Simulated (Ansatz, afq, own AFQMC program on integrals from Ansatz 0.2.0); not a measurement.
Integrals from Ansatz 0.2.0, then the random walk in our own AFQMC program (afq).

```yaml
crystal:
  periodic: [false, false, false]
  atoms:
    - {symbol: Hf, position_ang: [0.000000, 0.000000, 0.000000]}
    - {symbol: H, position_ang: [0.000000, 0.000000, 1.831618]}
basis:
  gaussian: {orbitals: def2-TZVPP}
magnetization: {spin_polarized: false, initial_magnetization: 1}
correlation: {method: ccsd_t, electrons: outside_noble_gas, hamiltonian_folder: ham}
```

```sh
$ ansatz run in.yaml --threads 1 --pin off --events-out ev --progress --plain --max-ram 24576MiB --backend cuda --devices 0, --max-vram 18GiB
```

Options of the walk:

```
--method phaseless --trial cisd --walkers 2400 --populations 20 --least-time 60 --time-step 0.005 --steps-per-block 50 --equilibration-blocks 40 --max-blocks 4000 --target-error 0.00014 --factor-cut 1e-05 --start spin_pure --seed 7762 --release-times 0.24,0.6,1.2,2,3,4.2 --release-step 0.04 --release-every 3 --taylor-order 6
```

Times are imaginary, in 1/Eh. The walk had a cap of 343 s. With eight or more populations the least sampling time is a fifth of least-time, and the error comes from their spread. Core potentials past Kr, no spin–orbit coupling.

Log:

```
orbitals 66  electrons 3 2  factors 433 of 433
reference energy -47.93285053 Eh
CCSD correlation -0.09612935 Eh in 17 cycles, weight of the determinant in the CISD state 0.8692
energy of the start -48.028978 Eh
 block  time / (1/Eh)  mean weight  energy / Eh
     1     0.250  1.0001  -48.028622
     2     0.500  1.0000  -48.028813
     3     0.750  0.9998  -48.029212
     4     1.000  0.9999  -48.029594
     5     1.250  0.9999  -48.030024
     7     1.750  0.9999  -48.030498
     9     2.250  0.9999  -48.030893
    11     2.750  0.9999  -48.031392
    15     3.750  0.9999  -48.031765
    19     4.750  1.0000  -48.032234
    23     5.750  0.9998  -48.032681
    27     6.750  1.0002  -48.032930
    31     7.750  1.0001  -48.032629
    35     8.750  1.0000  -48.032953
    39     9.750  0.9998  -48.033435
    43    10.750  1.0002  -48.033675
    47    11.750  1.0000  -48.033457
    51    12.750  1.0002  -48.033096
    55    13.750  0.9995  -48.033409
    57    14.250  0.9998  -48.033922
    59    14.750  0.9997  -48.032994
    63    15.750  0.9998  -48.032848
    67    16.750  0.9999  -48.032849
    71    17.750  1.0000  -48.032667
    75    18.750  1.0001  -48.032298
    79    19.750  0.9999  -48.032459
    83    20.750  1.0002  -48.032762
    87    21.750  1.0000  -48.032956
    91    22.750  1.0002  -48.032367
    95    23.750  1.0000  -48.032661
    99    24.750  0.9999  -48.032259
error from the spread of 20 populations
released: time / (1/Eh)  energy / Eh  error  mean overlap
  0.24  -48.033035  0.000109  0.9969
  0.60  -48.033264  0.000105  0.9979
  1.20  -48.033580  0.000121  0.9947
  2.00  -48.033550  0.000137  0.9933
  3.00  -48.033960  0.000125  0.9886
  4.20  -48.034221  0.000138  1.0001
energy -48.032766 +/- 0.000134 Eh
(rows thinned)
```

The run passed its tests (sampling time, drift between the halves within three errors, error under three times the target), which doesn't prove that it has relaxed.

Against this walk (error 3.6 meV) on the same determinant: CCSD(T) 3.3 meV lower (within the noise), CCSDT(Q) 46.3 meV lower. The error is statistical and leaves out the bias of the constraint. The released energies are still falling (meV from the phaseless value at times in 1/Eh: -14 ± 3 at 0.60, -22 ± 3 at 1.20, -21 ± 4 at 2.00, -32 ± 3 at 3.00, -40 ± 4 at 4.20), so they give no level; they do show a bias of the constraint, and the last of them that isn't too noisy lies 7 meV above CCSDT(Q). CCSDT(Q) is the surest value here, so the walk's 46 meV above it is most likely the bias of the constraint with this trial, which can have either sign.

Cautions: constraint bias not in the error; no spin-orbit coupling; outer-core shells of the metal frozen; higher spins were not checked; a spin-contaminated unrestricted determinant lies lower (UHF 292 meV lower, ⟨S²⟩ 1.29); CCSDT(Q) on the UHF determinant differs (34 meV lower), perhaps since the unrestricted series falls towards higher spin.

The walk took 2.3 min on 1 × NVIDIA H100 80GB HBM3 with 2 threads of AMD EPYC 7R13 Processor (Zen 3) (shared host) (the card was shared). The log's last line is the phaseless energy.

CCSDT and higher add their correlation energy to the determinant of the CCSD(T) run, since their own runs factorise the integrals more tightly (a shift of under 2 meV). A walk keeps the symmetry of its determinant, which the program's search chose and which needn't be the lowest solution, so a lower state of the same spin and another symmetry isn't excluded.
